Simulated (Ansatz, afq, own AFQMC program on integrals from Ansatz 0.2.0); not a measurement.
AFQMC on a folder of integrals that Ansatz 0.2.0 wrote.

```yaml
crystal:
  periodic: [false, false, false]
  atoms:
    - {symbol: Br, position_ang: [0.000000, 0.000000, -1.459000]}
    - {symbol: H, position_ang: [0.000000, 0.000000, 0.160000]}
    - {symbol: O, position_ang: [0.000000, 0.000000, 1.299000]}
basis:
  gaussian: {orbitals: cc-pVTZ}
magnetization: {spin_polarized: true, initial_magnetization: 2}
correlation: {method: ccsd_t, electrons: outside_noble_gas, hamiltonian_folder: ham}
```

```sh
$ ansatz run in.yaml --threads 1 --pin off --events-out ev --progress --plain --max-ram 16896MiB --backend cuda --devices 0, --max-vram 18GiB
```

Options of the walk:

```
--method phaseless --trial cisd --walkers 2600 --populations 20 --least-time 60 --time-step 0.005 --steps-per-block 50 --equilibration-blocks 28 --max-blocks 4000 --target-error 0.00022 --factor-cut 1e-05 --start spin_pure --seed 5690 --release-times 0.24,0.51,0.99,1.62,2.4 --release-step 0.03 --release-every 3 --taylor-order 6
```

Times are imaginary, in 1/Eh. The walk had a cap of 245 s. With eight or more populations the least sampling time is a fifth of least-time, and the error comes from their spread. Filled inner d shells are frozen with the cores.

Output of the walk:

```
orbitals 72  electrons 8 6  factors 480 of 542
reference energy -2647.81859353 Eh
CCSD correlation -0.38040326 Eh in 14 cycles, weight of the determinant in the CISD state 0.8719
energy of the start -2648.194663 Eh
 block  time / (1/Eh)  mean weight  energy / Eh
     1     0.250  0.9997  -2648.193965
     2     0.500  1.0005  -2648.199986
     3     0.750  0.9999  -2648.204952
     4     1.000  0.9998  -2648.207866
     5     1.250  1.0000  -2648.208953
     8     2.000  0.9998  -2648.213272
    11     2.750  1.0005  -2648.214113
    17     4.250  1.0005  -2648.214261
    23     5.750  1.0006  -2648.213260
    29     7.250  1.0003  -2648.211993
    35     8.750  1.0000  -2648.211758
    41    10.250  1.0002  -2648.211905
    47    11.750  0.9997  -2648.212385
    53    13.250  0.9998  -2648.212028
    59    14.750  1.0000  -2648.211868
    65    16.250  1.0004  -2648.212143
    71    17.750  1.0000  -2648.211682
    77    19.250  1.0000  -2648.212795
    83    20.750  1.0001  -2648.210865
    89    22.250  1.0010  -2648.210706
    91    22.750  1.0005  -2648.209577
    95    23.750  1.0002  -2648.211642
    97    24.250  0.9996  -2648.212229
error from the spread of 20 populations
released: time / (1/Eh)  energy / Eh  error  mean overlap
  0.24  -2648.212720  0.000161  0.9959
  0.51  -2648.212999  0.000179  0.9916
  0.99  -2648.213124  0.000190  0.9867
  1.62  -2648.213539  0.000330  0.9750
  2.40  -2648.214349  0.000462  0.9519
energy -2648.212276 +/- 0.000187 Eh
(rows thinned)
```

The run passed its tests (sampling time, drift between the halves within three errors, error under three times the target), which doesn't prove that it has relaxed.

Against this walk (error 5.1 meV) on the same determinant: CCSD(T) 15.1 meV higher, CCSDT(Q) 33.4 meV lower. The error is statistical and leaves out the bias of the constraint. The released energies are still falling (meV from the phaseless value at times in 1/Eh: -12 ± 4 at 0.24, -20 ± 5 at 0.51, -23 ± 5 at 0.99, -34 ± 9 at 1.62, -56 ± 13 at 2.40), so they give no level; they do show a bias of the constraint, and the last of them that isn't too noisy lies 1 meV below CCSDT(Q). CCSDT(Q) is the surest value here, so the walk's 33 meV above it is most likely the bias of the constraint with this trial, which can have either sign.

Cautions: constraint bias not in the error; no relativity below Rb; no spin-orbit coupling; inner d shell frozen; lower spins were not checked; unrestricted determinant slightly spin contaminated (⟨S²⟩ 2.07 against 2.00).

The walk took 110 s on 1 × NVIDIA H100 80GB HBM3 with 2 threads of AMD EPYC 7R13 Processor (Zen 3) (shared host) (the card was shared). The log's last line is the phaseless energy.

CCSDT and higher add their correlation energy to the determinant of the CCSD(T) run, since their own runs factorise the integrals more tightly (a shift of under 2 meV). A walk keeps the symmetry of its determinant, which the program's search chose and which needn't be the lowest solution, so a lower state of the same spin and another symmetry isn't excluded.
